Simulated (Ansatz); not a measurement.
**C₃H₂O₂: one species, many methods**

One table from this session's results is given with a row withheld; the runs are named, their logs left out.

Computed with Ansatz 0.2.0, Gaussian basis. Level: functionals in def2-TZVPP, the program's frozen cores in correlated methods.

Plan: LDA (SPW92), PBE-D4, revPBE-D4, BLYP-D4, r2SCAN-D4, B97M-V, PBE0-D4, B3LYP-D4, r2SCANh-D4, r2SCAN0-D4, HSE06-D4, BHLYP-D4, CAM-B3LYP-D4, LC-ωPBE, ωB97X-V, ωB97M-V, B2PLYP, PBE-QIDH; CCSD(T)/def2-SVP; CCSD(T)/def2-TZVPP; CCSD(T)/def2-QZVPP; extrapolation to the limit; RPA on PBE.

## The geometry

An earlier PBE0-D4 in a triple-zeta def2 set relaxation fixed the geometry.

SMILES `C#COC=O`, 7 atoms, charge 0, spin multiplicity 1.

Atoms are counted from 1 here; the program's logs count them from 0.

Bond lengths: C1–C2 1.195 Å, C1–H6 1.063 Å, C2–O3 1.307 Å, O3–C4 1.378 Å, C4–O5 1.181 Å, C4–H7 1.096 Å. Angles: C2–C1–H6 179.3°, C1–C2–O3 176.5°, C2–O3–C4 117.9°, O3–C4–O5 125.2°, O3–C4–H7 107.2°, O5–C4–H7 127.7°.

Set-up of the first run:

in.yaml reads:

```yaml
crystal:
  periodic: [false, false, false]
  atoms:
    - {symbol: C, position_ang: [-1.078044, -0.019200, 1.585616]}
    - {symbol: C, position_ang: [-0.140368, -0.002997, 0.845367]}
    - {symbol: O, position_ang: [0.933633, 0.016935, 0.099972]}
    - {symbol: C, position_ang: [0.768579, -0.004979, -1.268243]}
    - {symbol: O, position_ang: [-0.270802, -0.040652, -1.827050]}
    - {symbol: H, position_ang: [-1.920435, -0.033940, 2.233875]}
    - {symbol: H, position_ang: [1.768737, 0.016831, -1.715236]}
basis:
  gaussian: {orbitals: def2-TZVPP}
hamiltonian: {xc: lda}
output: {orbitals: {seedname: orbitals}}
```

The run is started by

```bash
$ ansatz run in.yaml --threads 2 --pin off --events-out ev --progress --plain --max-ram 32768MiB --backend cpu
```

Steps of the session up to this table: LDA; PBE-D4 (GGA); revPBE-D4 (GGA); BLYP-D4 (GGA); r2SCAN-D4 (meta-GGA); B97M-V (meta-GGA); PBE0-D4 (hybrid); B3LYP-D4 (hybrid); r2SCANh-D4 (hybrid); r2SCAN0-D4 (hybrid); HSE06-D4 (hybrid); BHLYP-D4 (hybrid); CAM-B3LYP-D4 (range-separated); LC-ωPBE (range-separated); ωB97X-V (range-separated); ωB97M-V (range-separated); B2PLYP (double hybrid); PBE-QIDH (double hybrid).

One table of the session follows, with a row left open; its other results are not shown here.

It belongs to the step «Orbital energies across the functionals». 

| functional | HOMO (eV) | gap (eV) |
| --- | --- | --- |
| LDA (SPW92) | -6.93 | 4.52 |
| PBE-D4 | -6.71 | 4.58 |
| revPBE-D4 | ? | ? |
| BLYP-D4 | -6.56 | 4.54 |
| r2SCAN-D4 | -6.92 | 5.02 |
| B97M-V | -6.90 | 5.13 |
| PBE0-D4 | -7.93 | 6.93 |
| B3LYP-D4 | -7.70 | 6.41 |
| r2SCANh-D4 | -7.38 | 5.90 |
| r2SCAN0-D4 | -8.08 | 7.23 |
| HSE06-D4 | -7.52 | 6.14 |
| BHLYP-D4 | -9.03 | 9.27 |
| CAM-B3LYP-D4 | -9.29 | 9.48 |
| LC-ωPBE | -10.68 | 12.16 |
| ωB97X-V | -10.27 | 11.68 |
| ωB97M-V | -10.16 | 11.47 |

Estimate the missing values for revPBE-D4.

As computed: HOMO (eV): -6.63; gap (eV): 4.60. In the column «HOMO (eV)» it lies between PBE-D4 (-6.71) and BLYP-D4 (-6.56).
